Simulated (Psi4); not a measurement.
# CH5Si (SMILES C[SiH2]): a chain of runs

Aim: a structure relaxation (UPBEh-3c/def2-mSVP), then vibrational wavenumbers, then the energy (UCCSD(T)/cc-pVDZ) of CH5Si. 

Program for the calculation: Psi4 1.11.

## Step 1: The structure to begin with

The species is CH5Si (7 atoms), meant as a doublet with charge 0. As SMILES, `C[SiH2]`. Geometry: relaxed at PBE0-D4/def2-TZVP. The run starts from this shape.

Bond lengths: C1–Si2 1.875 Å, C1–H3 1.094 Å, C1–H4 1.092 Å, C1–H5 1.092 Å, Si2–H6 1.491 Å, Si2–H7 1.490 Å. Angles: C1–Si2–H6 111.8°, C1–Si2–H7 111.8°, Si2–C1–H3 110.5°, Si2–C1–H4 110.8°, Si2–C1–H5 110.8°, H6–Si2–H7 109.5°, H3–C1–H4 108.1°, H3–C1–H5 108.2°, H4–C1–H5 108.3°.

## Step 2: A geometry optimisation at UPBEh-3c/def2-mSVP (density fitting) (run 1)

The input, job.in:

```
memory 1600 MB

molecule m {
  0 2
  C     -0.122600    -0.803200     0.095200
  Si     0.176200     1.034800     0.314000
  H     -0.204800    -1.054900    -0.966600
  H      0.699200    -1.383300     0.519500
  H     -1.047100    -1.107700     0.589500
  H     -0.951500     1.846400    -0.225700
  H      1.450600     1.468000    -0.326000
  symmetry c1
}

set globals {
  reference uks
  geom_maxiter 60
}

E, wfn = optimize("pbeh-3c", return_wfn=True)
```

Command:

```console
$ psi4 -n 1 job.in job.out
```

job.out:

```text
[...]
  Running in c1 symmetry.
[...]
  Nuclear repulsion =   55.683077117445883
[...]
  Multiplicity = 2
[...]
  Nalpha       = 13
  Nbeta        = 12
[...]
    Number of basis functions: 43
[...]
   @DF-UKS iter   1:  -329.98055241668334   -4.33323e-01   1.11822e-02 ADIIS/DIIS
[...]
   @DF-UKS iter   8:  -330.10268048836804   -1.98952e-12   7.22254e-09 DIIS
[...]
   @S^2 Observed:                7.519890743E-01
[...]
    Orbital Energies [Eh]
    ---------------------
    Alpha Occupied:
       1A    -66.735114     2A    -10.429977     3A     -5.515325
       4A     -3.810757     5A     -3.804319     6A     -3.803904
       7A     -0.787476     8A     -0.574632     9A     -0.470064
      10A     -0.468228    11A     -0.388275    12A     -0.381087
      13A     -0.246009
    Alpha Virtual:
      14A      0.071908    15A      0.104450    16A      0.140255
      17A      0.167921    18A      0.188621    19A      0.189505
      20A      0.253321    21A      0.421157    22A      0.436344
      23A      0.445908    24A      0.470459    25A      0.472505
[...]
  @DF-UKS Final Energy:  -330.10268048836804
   => Energetics <=
    Nuclear Repulsion Energy =             55.5331148767365335
    One-Electron Energy =                -565.2991298941211653
    Two-Electron Energy =                 196.0231340095683095
    DFT Exchange-Correlation Energy =     -16.3633792410180483
    Empirical Dispersion Energy =           0.0035797604663300
    VV10 Nonlocal Energy =                  0.0000000000000000
    Total Energy =                       -330.1026804883680370
[...]
 Multipole Moments:
 ------------------------------------------------------------------------------------
     Multipole            Electronic (a.u.)      Nuclear  (a.u.)        Total (a.u.)
 ------------------------------------------------------------------------------------
 L = 1.  Multiply by 2.5417464519 to convert [e a0] to [Debye]
 Dipole X            :          0.3580952           -0.4071863           -0.0490911
 Dipole Y            :          1.9201008           -2.2245118           -0.3044110
 Dipole Z            :          1.3491097           -1.3770693           -0.0279596
 Magnitude           :                                                    0.3096090
[...]
  -Total Gradient:
     Atom            X                  Y                   Z
    ------   -----------------  -----------------  -----------------
       1       -0.000055427732    -0.000328145754     0.000053003506
       2        0.000009094775     0.000072693059    -0.000029736795
       3        0.000019660542     0.000063847648     0.000137462515
       4       -0.000113909320     0.000143079679    -0.000093130904
       5        0.000147007629     0.000106251355    -0.000101749931
       6        0.000101970853    -0.000047082132     0.000013062932
       7       -0.000108600638    -0.000011513040     0.000019772086
[...]
    Final optimized geometry and variables:
    Molecular point group: c1
    Full point group: C1
    Geometry (in Angstrom), charge = 0, multiplicity = 2:
    C           -0.199235022786    -1.234166378674    -0.116508267665
    SI           0.101188269849     0.615359828557     0.102975169650
    H           -0.283077445522    -1.493472905005    -1.173533675452
    H            0.617105779818    -1.819540407465     0.304530493671
    H           -1.119834474700    -1.545711672003     0.375198694271
    H           -1.021064318502     1.424090084827    -0.439530954983
    H            1.370171126937     1.047434646738    -0.537981003127
    Psi4 run time: 0:00:12.05
```

On the terminal:

```text
Optimizer: Optimization complete!
```

Wall time 13 s (1 thread of AMD EPYC 7B13 (Zen 3), shared host); peak memory 0.43 GiB.

After the run. Bond lengths: C1–Si2 1.887 Å, C1–H3 1.092 Å, C1–H4 1.089 Å, C1–H5 1.089 Å, Si2–H6 1.486 Å, Si2–H7 1.486 Å. Angles: C1–Si2–H6 111.8°, C1–Si2–H7 111.8°, Si2–C1–H3 111.0°, Si2–C1–H4 111.3°, Si2–C1–H5 111.3°, H6–Si2–H7 109.2°, H3–C1–H4 107.7°, H3–C1–H5 107.7°, H4–C1–H5 107.8°.

## Step 3: The harmonic vibrations at UPBEh-3c/def2-mSVP (density fitting) (run 2)

The input, input.inp:

```
memory 1600 MB

molecule {
  0 2
  C     -0.123611    -0.810344     0.094853
  Si     0.176813     1.039182     0.314336
  H     -0.207453    -1.069650    -0.962172
  H      0.692730    -1.395718     0.515892
  H     -1.044210    -1.121889     0.586560
  H     -0.945440     1.847913    -0.228170
  H      1.445796     1.471257    -0.326620
}

set reference uks
set t 298.15
set rotational_symmetry_number 1

result, w = frequency("pbeh-3c", return_wfn=True)
```

Command:

```console
$ psi4 input.inp input.out -n 1
```

input.out:

```text
[...]
  Running in c1 symmetry.
[...]
  Nuclear repulsion =   55.533117617386296
[...]
  Multiplicity = 2
[...]
  Nalpha       = 13
  Nbeta        = 12
[...]
    Number of basis functions: 43
[...]
   @DF-UKS iter   1:  -329.98109371990489   -4.38248e-01   1.11640e-02 DIIS/ADIIS
[...]
   @DF-UKS iter  11:  -330.10268011995726   -5.22959e-12   8.49034e-09 DIIS
[...]
   @S^2 Observed:                7.519890664E-01
[...]
  @DF-UKS Final Energy:  -330.10268011995726
   => Energetics <=
    Nuclear Repulsion Energy =             55.5326507522964050
    One-Electron Energy =                -565.2981636466333839
    Two-Electron Energy =                 196.0226139029777812
    DFT Exchange-Correlation Energy =     -16.3633610995338543
    Empirical Dispersion Energy =           0.0035799709358482
    VV10 Nonlocal Energy =                  0.0000000000000000
    Total Energy =                       -330.1026801199571992
[...]
 Multipole Moments:
 ------------------------------------------------------------------------------------
     Multipole            Electronic (a.u.)      Nuclear  (a.u.)        Total (a.u.)
 ------------------------------------------------------------------------------------
 L = 1.  Multiply by 2.5417464519 to convert [e a0] to [Debye]
 Dipole X            :          0.3571722           -0.4071865           -0.0500143
 Dipole Y            :          1.9202315           -2.2245100           -0.3042785
 Dipole Z            :          1.3491501           -1.3770679           -0.0279178
 Magnitude           :                                                    0.3096227
[...]
  -Total Gradient:
     Atom            X                  Y                   Z
    ------   -----------------  -----------------  -----------------
       1       -0.000036334212    -0.000331375505     0.000052185984
       2       -0.000444880018     0.000128687975     0.000003321462
       3        0.000019539453     0.000064090586     0.000137783193
       4       -0.000114684029     0.000139379280    -0.000090855921
       5        0.000147563951     0.000109820772    -0.000104009409
       6        0.000288207923    -0.000170932845     0.000108024117
       7        0.000140289644     0.000059477547    -0.000107764848
[...]
  ==> Harmonic Vibrational Analysis <==
[...]
  Freq [cm^-1]                 174.4481            540.3963            582.2978
[...]
  IR activ [km/mol]             0.0477              4.6189             14.5988
[...]
  Freq [cm^-1]                 705.3345            875.5826            921.6870
[...]
  IR activ [km/mol]            16.2861             75.2433             47.5961
[...]
  Freq [cm^-1]                 954.3993           1348.2350           1512.0230
[...]
  IR activ [km/mol]            91.2316             15.2912              8.7392
[...]
  Freq [cm^-1]                1515.0220           2267.5475           2289.0324
[...]
  IR activ [km/mol]             7.8158             77.6586             146.1863
[...]
  Freq [cm^-1]                3119.8559           3205.5299           3224.6048
[...]
  IR activ [km/mol]             2.9831              1.9803              2.5922
[...]
  Total E_0, Enthalpy at 0 [K]                                                         -330.04974499 [Eh]
[...]
  Total H, Enthalpy at  298.15 [K]                                                     -330.04471831 [Eh]
[...]
  Total G, Gibbs energy at  298.15 [K]                                                 -330.07510034 [Eh]
[...]
```

Standard output:

```text
Warning: used thermodynamics relations inappropriate for low-frequency modes: ['174.4481' '540.3963' '582.2978']
```

Run time: 3.4 min. Hardware: 1 thread of AMD EPYC 7B13 (Zen 3), shared host; peak memory 0.42 GiB.

## Step 4: A single-point energy at UCCSD(T)/cc-pVDZ (run 3)

The input, ch5si.xyz:

```xyz
7
CH5Si
C     -0.123611    -0.810344     0.094853
Si     0.176813     1.039182     0.314336
H     -0.207453    -1.069650    -0.962172
H      0.692730    -1.395718     0.515892
H     -1.044210    -1.121889     0.586560
H     -0.945440     1.847913    -0.228170
H      1.445796     1.471257    -0.326620
```

The input, run.py:

```python
import psi4

psi4.set_memory(1600000000)
psi4.set_num_threads(1)
psi4.core.set_output_file('psi4.out', False)

with open('ch5si.xyz') as f:
    atoms = ''.join(f.readlines()[2:])
mol = psi4.geometry('0 2\n' + atoms + '')

psi4.set_options({
    'reference': 'uhf',
    'scf_type': 'pk',
    'freeze_core': True,
})

e, wfn = psi4.energy("ccsd(t)/cc-pVDZ", molecule=mol, return_wfn=True)
print('E =', round(e, 9))
for k, v in sorted(psi4.core.scalar_variables().items()):
    print(f'{k:45s} {v:18.10f}')
```

Command:

```console
$ python run.py
```

psi4.out:

```text
[...]
  Running in c1 symmetry.
[...]
  Nuclear repulsion =   55.533117617386296
[...]
  Multiplicity = 2
[...]
  Nalpha       = 13
  Nbeta        = 12
[...]
    Number of basis functions: 57
[...]
   @UHF iter   1:  -329.60345912965676   -5.88204e-01   5.30075e-03 ADIIS/DIIS
[...]
   @UHF iter  13:  -329.67188400694886   -1.36424e-12   3.16298e-09 DIIS
[...]
   @S^2 Observed:                7.537046617E-01
[...]
    Orbital Energies [Eh]
    ---------------------
    Alpha Occupied:
       1A    -68.779469     2A    -11.221292     3A     -6.130184
       4A     -4.242226     5A     -4.233004     6A     -4.232789
       7A     -0.952837     8A     -0.695835     9A     -0.565662
      10A     -0.564545    11A     -0.471342    12A     -0.459964
      13A     -0.319044
    Alpha Virtual:
      14A      0.155560    15A      0.187445    16A      0.211567
      17A      0.238204    18A      0.252033    19A      0.252558
      20A      0.411234    21A      0.426629    22A      0.455945
      23A      0.495830    24A      0.497066    25A      0.505857
[...]
  @UHF Final Energy:  -329.67188400694886
   => Energetics <=
    Nuclear Repulsion Energy =             55.5331176173862957
    One-Electron Energy =                -565.1142598211654331
    Two-Electron Energy =                 179.9092581968302511
    Total Energy =                       -329.6718840069488579
  UHF NO Occupations:
  HONO-2 :   11  A 1.9998442
  HONO-1 :   12  A 1.9985250
[...]
 Multipole Moments:
 ------------------------------------------------------------------------------------
     Multipole            Electronic (a.u.)      Nuclear  (a.u.)        Total (a.u.)
 ------------------------------------------------------------------------------------
 L = 1.  Multiply by 2.5417464519 to convert [e a0] to [Debye]
 Dipole X            :          0.3608553           -0.4071865           -0.0463312
 Dipole Y            :          1.9242327           -2.2245100           -0.3002773
 Dipole Z            :          1.4002338           -1.3770679            0.0231659
 Magnitude           :                                                    0.3047125
[...]
      * MP2 total energy                      = -329.908838884577960
[...]
      * CCSD total energy                     = -329.947417441473817
[...]
      * CCSD(T) total energy                     = -329.954217603658094
```

Run time: 11 s. Hardware: 1 thread of AMD EPYC 7B13 (Zen 3), shared host; peak memory 0.29 GiB.

## Step 5: What came out

| quantity | value |
| --- | --- |
| run 1, UPBEh-3c/def2-mSVP: total energy at the end | -330.10268 Eh |
| run 1, UPBEh-3c/def2-mSVP: dipole moment | 0.79 D |
| run 1, UPBEh-3c/def2-mSVP: HOMO energy (highest over α and β) | -6.69 eV |
| run 1, UPBEh-3c/def2-mSVP: LUMO energy (lowest over α and β) | -1.52 eV |
| run 1, UPBEh-3c/def2-mSVP: ⟨S²⟩ | 0.752 |
| run 2, UPBEh-3c/def2-mSVP: lowest harmonic wavenumber | 174 cm⁻¹ |
| run 2, UPBEh-3c/def2-mSVP: highest harmonic wavenumber | 3225 cm⁻¹ |
| run 2, UPBEh-3c/def2-mSVP: zero-point energy | 139.0 kJ/mol |
| run 2, UPBEh-3c/def2-mSVP: ideal-gas entropy at 298.15 K (symmetry number 1 as used) | 63.9 cal/(mol K) |
| run 3, UCCSD(T)/cc-pVDZ: total energy | -329.95422 Eh |
| run 3, UCCSD(T)/cc-pVDZ: HOMO energy (Hartree–Fock orbitals) (highest over α and β) | -8.68 eV |
| run 3, UCCSD(T)/cc-pVDZ: LUMO energy (Hartree–Fock orbitals) (lowest over α and β) | 1.77 eV |
| run 3, UCCSD(T)/cc-pVDZ: correlation energy (6 core orbitals frozen) | -282.3 mEh |
| run 3, UCCSD(T)/cc-pVDZ: (T) correction | -6.80 mEh |
| run 3, UCCSD(T)/cc-pVDZ: ⟨S²⟩ of the reference determinant | 0.754 |
| run 3, UCCSD(T)/cc-pVDZ: T1 diagnostic | 0.015 |

What this shows: The optimisation (run 1, UPBEh-3c/def2-mSVP) took 2 steps and changed the energy by -0.003 eV. All 15 modes (run 2, UPBEh-3c/def2-mSVP) are real, so the shape is a minimum at this level. The triples (run 3, UCCSD(T)/cc-pVDZ) make up 2.4 % of the correlation energy.
